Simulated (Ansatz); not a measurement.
How the enthalpy of formation of 1T (CdI2-type) HfS2 moves with the method

No measured value is used here.

```json
[
 {"level (code)": "LDA (Ansatz)", "value (eV/atom)": "-1.614"},
 {"level (code)": "PBE (Ansatz)", "value (eV/atom)": "-1.578"},
 {"level (code)": "PBEsol (Ansatz)", "value (eV/atom)": "-1.589"},
 {"level (code)": "PBE-D3(BJ) (Ansatz)", "value (eV/atom)": "-1.612"},
 {"level (code)": "PBE-D4 (Ansatz)", "value (eV/atom)": "-1.620"},
 {"level (code)": "rVV10 (Ansatz)", "value (eV/atom)": "-1.605"}
]
```

Density-functional levels without +SOC have no spin–orbit coupling, which shifts binding energies of heavy elements. LDA, PBE, PBEsol: the cell comes from a level without a dispersion term, which matters for the spacing of layers, chains or molecules. Each level is taken at its own relaxed cell. Ansatz's density-functional and Hartree–Fock values are scalar-relativistic unless marked +SOC, with PAW data made under PBE.

Ansatz is a program for electronic structure.
